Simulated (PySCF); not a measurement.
# C5H10S (2H-Thiopyran, tetrahydro-): the cost of one run

Programs: PySCF 2.14.0, with density-fitted response routines of our own. Each step states its level of theory. These are calculated values for one molecule in the gas phase, unless marked as measured. Atoms are numbered from 0 throughout.

## Step 1: The molecule as given

16 atoms, charge 0, multiplicity 1; geometry from: MMFF94s. The atoms were then displaced at random by about 0.03 Å, so the start is not that level's minimum.

Bonds of the start (Å): C0–C1 1.63, C1–C2 1.52, C2–S3 1.94, S3–C4 1.75, C4–C5 1.48, C5–C0 1.52, C0–H6 1.08, C0–H7 1.02, C1–H8 1.11, C1–H9 1.06, C2–H10 1.06, C2–H11 1.15, C4–H12 1.09, C4–H13 1.05, C5–H14 1.09, C5–H15 1.10.

## Step 2: Optimising the geometry at PBE0-D3(BJ)/def2-SVP

Job settings and geometry (Å):

```
{"job": {"xc": "PBE0", "basis": "def2-SVP", "d3": "d3bj", "grid": 1, "shake": 0.03, "kind": "geom"}, "charge": 0, "multiplicity": 1}
C      0.015630    -1.255890     0.174090
C     -1.348750    -0.414160    -0.109490
C     -1.332310     1.031400     0.366690
S      0.152260     1.985420    -0.429520
C      1.435530     0.853120    -0.078480
C      1.163000    -0.538590    -0.515790
H      0.153940    -1.254500     1.243740
H     -0.120900    -2.189100    -0.219740
H     -2.166820    -0.895570     0.458210
H     -1.570020    -0.427140    -1.145840
H     -2.248680     1.532040     0.212640
H     -1.096680     1.071950     1.496100
H      1.554750     0.932330     1.001580
H      2.283580     1.271940    -0.530060
H      1.038780    -0.611150    -1.598160
H      2.052340    -1.126040    -0.259560
```

Launch:

```bash
$ OMP_NUM_THREADS=1 python probes_run.py task.json out
```

This one command runs all jobs of the session in turn.

**Question.** How long does this first job take on 1 thread of Arm Neoverse V1, shared host, and how much memory does it need?

About 61 s, with a peak of 0.55 GiB.
